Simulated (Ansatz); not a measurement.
# HO+ (singlet): the correlation ladder, aug-cc-pVDZ

How much of the correlation energy of HO+ (singlet) does each wave-function method recover here?

The runs use Ansatz 0.2.0, Gaussian basis; aug-cc-pVDZ, core rule «outside noble gas», up to 1 orbitals frozen.

To be run: UHF; CCSD(T) on RHF; CCSD(T) on UHF; BCCD(T) on RHF; CISD; CCSDT(Q) on RHF; CCSDT(Q) on UHF; CCSDTQ on RHF; CASSCF and MRCISD+Q, 6 electrons in 5 orbitals; CASSCF and NEVPT2, 6 electrons in 5 orbitals; Full CI; Full CI in the symmetry of the determinant.

11 further runs of the same task are left out: 1 for a mislabelled method, 3 that didn't finish, 7 set aside as unsound or not needed.

## Step 1: The geometry

The geometry is a PBE0/def2-TZVP stationary point (not a proven minimum).

2 atoms, charge 1, spin multiplicity 1.

Atoms are counted from 1 here; the program's logs count them from 0.

Bond lengths: O1–H2 1.037 Å.

## Step 2: UHF

in.yaml reads:

```yaml
crystal:
  periodic: [false, false, false]
  atoms:
    - {symbol: O, position_ang: [0.000000, 0.000000, 0.000000]}
    - {symbol: H, position_ang: [0.000000, 0.000000, 1.036612]}
basis:
  gaussian: {orbitals: aug-cc-pVDZ}
total_charge: 1
magnetization: {spin_polarized: true, initial_magnetization: 0}
hamiltonian: {xc: hf}
output: {orbitals: {seedname: orbitals}}
```

Launch:

```console
> ansatz run in.yaml --threads 1 --pin off --events-out ev --progress --plain --max-ram 2176MiB
```

The runs that follow: CCSD(T) on RHF; CCSD(T) on UHF; BCCD(T) on RHF; CISD; CCSDT(Q) on RHF; CCSDT(Q) on UHF; CCSDTQ on RHF; CASSCF and MRCISD+Q, 6 electrons in 5 orbitals; CASSCF and NEVPT2, 6 electrons in 5 orbitals; Full CI; Full CI in the symmetry of the determinant.

**Question.** What will the summary of the whole plan be? Wanted: FCI below the RHF energy; RMP2 from FCI; RCCSD from FCI; RCCSD(T) from FCI; RCCSDT(Q) from FCI; NEVPT2 valence from FCI; MRCISD+Q valence from FCI; T1 diagnostic; effectively unpaired electrons.

As calculated:

| quantity | value |
| --- | --- |
| FCI below the RHF energy | -5.0122 eV |
| RMP2 from FCI | +1472.9 meV |
| RCCSD from FCI | +495.5 meV |
| RCCSD(T) from FCI | +236.4 meV |
| RCCSDT(Q) from FCI | -4.2 meV |
| NEVPT2 valence from FCI | +543.5 meV |
| MRCISD+Q valence from FCI | -3.5 meV |
| levels within 1 kcal/mol (43 meV) | RCCSDT, RCCSDT(Q), RCCSDTQ, MRCISD+Q valence |
| T1 diagnostic | 0.008 |
| effectively unpaired electrons | 2.01 |

What this shows: RCCSD(T) misses by +236.4 meV, 4.7 % of the correlation energy. RCCSDT(Q), MRCISD+Q valence fall below full CI, which methods that aren't variational can do. With 2.0 effectively unpaired electrons against 0 the state is strongly multireference. Of the multireference levels listed MRCISD+Q valence comes nearest in total energy (-3.5 meV), which doesn't show that its space is the better one. These misses are within one basis, not against nature.
